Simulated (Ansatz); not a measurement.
# C₂H₅FOS: a ladder of functionals and wavefunction methods

One table from this session's results is given with a row withheld; the runs are named, their logs left out.

Method: functionals in def2-TZVPP, the program's frozen cores in correlated methods; program: Ansatz 0.2.0, Gaussian basis.

Levels to be run: PBE-D4, r2SCAN-D4, PBE0-D4, B3LYP-D4, ωB97X-V, ωB97M-V, B2PLYP; CCSD(T)/def2-TZVPP; MP2/def2-QZVPP; extrapolation to the limit.

**The geometry**

The geometry comes from an earlier relaxation with PBE0-D4 in a triple-zeta def2 set; it is a stationary point, not always the lowest conformer.

10 atoms, charge 0, spin multiplicity 1.

Atoms are counted from 1 here; the program's logs count them from 0.

Bond lengths: F1–C2 1.382 Å, C2–O3 1.367 Å, C2–H6 1.091 Å, C2–H7 1.099 Å, O3–C4 1.414 Å, C4–S5 1.788 Å, C4–H8 1.097 Å, C4–H9 1.091 Å, S5–H10 1.342 Å. Angles: F1–C2–O3 111.3°, F1–C2–H6 107.9°, F1–C2–H7 106.4°, O3–C2–H6 107.4°, O3–C2–H7 112.0°, H6–C2–H7 111.8°, C2–O3–C4 113.7°, O3–C4–S5 111.0°, O3–C4–H8 110.2°, O3–C4–H9 110.6°, S5–C4–H8 105.9°, S5–C4–H9 110.3°, H8–C4–H9 108.7°, C4–S5–H10 96.4°.

Set-up of the first run:

File in.yaml:

```yaml
crystal:
  periodic: [false, false, false]
  atoms:
    - {symbol: F, position_ang: [-1.554067, 0.235074, 1.443313]}
    - {symbol: C, position_ang: [-0.893590, 1.047648, 0.541785]}
    - {symbol: O, position_ang: [0.354649, 0.565280, 0.260352]}
    - {symbol: C, position_ang: [0.345928, -0.618835, -0.513151]}
    - {symbol: S, position_ang: [1.987709, -1.012641, -1.102962]}
    - {symbol: H, position_ang: [-0.767473, 2.027922, 1.003184]}
    - {symbol: H, position_ang: [-1.528200, 1.096499, -0.353707]}
    - {symbol: H, position_ang: [-0.270354, -0.481730, -1.410290]}
    - {symbol: H, position_ang: [-0.057496, -1.451566, 0.065299]}
    - {symbol: H, position_ang: [2.465993, -1.458650, 0.069176]}
basis:
  gaussian: {orbitals: def2-TZVPP}
hamiltonian: {xc: pbe, dispersion: d4}
output: {forces: true, orbitals: {seedname: orbitals}}
```

Started as:

```console
$ ansatz run in.yaml --threads 4 --pin off --events-out ev --progress --plain --max-ram 10444MiB
```

Steps of the session up to this table: PBE-D4 (GGA); r2SCAN-D4 (meta-GGA); PBE0-D4 (hybrid); B3LYP-D4 (hybrid); ωB97X-V (range-separated); ωB97M-V (range-separated); B2PLYP (double hybrid); CCSD(T) in def2-TZVPP; MP2 in def2-QZVPP.

One of the session's tables, all rows but one given; the rest of the session is left out.

| method | atomisation energy (kJ/mol) |
| --- | --- |
| PBE-D4 | 3758.1 |
| r2SCAN-D4 | 3660.7 |
| PBE0-D4 | 3660.3 |
| B3LYP-D4 | 3637.6 |
| ωB97X-V | ? |
| ωB97M-V | 3666.1 |
| B2PLYP | 3602.1 |
| HF/def2-TZVPP | 2538.8 |
| MP2/def2-TZVPP | 3626.3 |
| CCSD/def2-TZVPP | 3482.8 |
| CCSD(T)/def2-TZVPP | 3547.0 |
| MP2/CBS | 3728.4 |
| CCSD(T)/CBS | 3649.2 |

Q: Estimate the row for ωB97X-V from the others.

As computed: atomisation energy (kJ/mol): 3663.2. In the column «atomisation energy (kJ/mol)» it lies between r2SCAN-D4 (3660.7) and ωB97M-V (3666.1).

Limits of these values: Free atoms (1 F, 2 C, 1 O, 1 S, 5 H) were run apart at each level; the atomisation energy is their sum less the molecule, without zero-point or spin-orbit terms.
